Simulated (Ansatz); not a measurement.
# Relaxing Nb3Cd

These are results of Ansatz 0.2.0, DFT PBE, scalar-relativistic, plane waves, PAW, not measurements. Cutoff 420 eV, Γ-centred k mesh, Gaussian smearing, no spin polarisation in the final step.

The start puts Nb3Cd on the Ni3Sn (D0_19) structure type (P6_3/mmc, No. 194), with Cd in place of Sn, Nb in place of Ni, at a guessed volume.

```
CELL_PARAMETERS angstrom
5.92990 0.00000 0.00000
-2.96495 5.13544 0.00000
0.00000 0.00000 4.75966
ATOMIC_POSITIONS crystal
Nb 0.83300 0.66600 0.25000
Nb 0.16700 0.83300 0.75000
Nb 0.33400 0.16700 0.25000
Nb 0.16700 0.33400 0.75000
Nb 0.83300 0.16700 0.25000
Nb 0.66600 0.83300 0.75000
Cd 0.33333 0.66667 0.25000
Cd 0.66667 0.33333 0.75000
```

Cell and atoms relax at zero pressure; the relaxation can't lower the symmetry of the start. After a coarse first stage the cell is made exact in the group found at 0.06 Å.

Energies over the elements count from the elements' standard structures at the same level, with no empirical corrections.

What does it relax into?

It keeps P6_3/mmc (No. 194). The result has the Ni3Sn (D0_19) structure. Conventional cell: a = 5.993 Å, c = 4.831 Å. Nb is coordinated by 6 Nb at 2.88–2.93 Å, 4 Cd at 3.00–3.01 Å and 2 Nb at 3.11 Å; Cd is coordinated by 12 Nb at 3.00–3.01 Å.

```cif
data_structure
_symmetry_space_group_name_H-M 'P6_3/mmc'
_symmetry_Int_Tables_number 194
_cell_length_a 5.9926
_cell_length_b 5.9926
_cell_length_c 4.8309
_cell_angle_alpha 90.000
_cell_angle_beta 90.000
_cell_angle_gamma 120.000
_cell_volume 150.24
loop_
_atom_site_label
_atom_site_type_symbol
_atom_site_symmetry_multiplicity
_atom_site_Wyckoff_symbol
_atom_site_fract_x
_atom_site_fract_y
_atom_site_fract_z
_atom_site_occupancy
Nb1 Nb 6 h 0.83971 0.67941 0.25000 1
Cd1 Cd 2 c 0.33333 0.66667 0.25000 1
```

What are its volume, energy, density and gap?

The volume per atom is 18.78 Å³. The density is 8.65 g/cm³, the energy over the elements is 0.23 eV/atom and the gap on the 6×6×8 mesh is 0 eV (a metal).

The final run used a 6×6×8 mesh on its 8-atom cell and 0.10 eV smearing. The k mesh leaves about 4 meV/atom of noise in metals. Symmetry constrained the relaxation, so the result can be a saddle point.

Cost: 3 runs of about 3.3 core-minutes in all, on Arm Neoverse V1 (shared hosts).